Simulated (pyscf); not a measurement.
One four-centre exchange on the doublet surface with elements of a group swapped. ωB97M-D3(BJ)/def2-TZVP, kcal/mol, from the separated reactants. Single points on ωB97X-D3(BJ)/def2-SVP structures (PySCF, gas phase).

| step | barrier | reaction energy | imaginary mode (i cm⁻¹) |
|---|---|---|---|
| `[FH]` + `[NH2][Ge]([F])[F]` [doublet] -> `[F][Ge]([F])[F]` [doublet] + `[NH3]` | … | … | 679 |
| `[ClH]` + `[NH2][Ge]([Cl])[Cl]` [doublet] → `[Cl][Ge]([Cl])[Cl]` [doublet] + `[NH3]` | 0.0 | -12.3 | 471 |
| `[ClH]` + `[NH2][Si]([Cl])[Cl]` [doublet] → `[Cl][Si]([Cl])[Cl]` [doublet] + `[NH3]` | 3.8 | -7.3 | 854 |

Q: Some entries are withheld; supply them.

A: 
- `[FH]` + `[NH2][Ge]([F])[F]` [doublet] -> `[F][Ge]([F])[F]` [doublet] + `[NH3]`, barrier: -0.7
- `[FH]` + `[NH2][Ge]([F])[F]` [doublet] -> `[F][Ge]([F])[F]` [doublet] + `[NH3]`, reaction energy: -9.1

Row 1: On the reactant side the descent ends in a complex, 5.6 kcal/mol under the separated species and 4.8 kcal/mol under the saddle at ωB97X-D3(BJ)/def2-TZVP. On the product side the descent ends in an adduct with a Ge–N contact, 16.3 kcal/mol under the separated species and 23.8 kcal/mol under the saddle at ωB97X-D3(BJ)/def2-TZVP. Row 2: On the product side the descent ends in an adduct with a Ge–N contact (not fully relaxed), 14.8 kcal/mol under the separated species and 27.3 kcal/mol under the saddle at ωB97X-D3(BJ)/def2-TZVP. Row 3: On the product side the descent ends in an adduct with a N–Si contact (not fully relaxed), 10.1 kcal/mol under the separated species and 22.0 kcal/mol under the saddle at ωB97X-D3(BJ)/def2-TZVP. Each row is the saddle that its search found. Elements up to Kr have no core potential and no relativistic terms here.
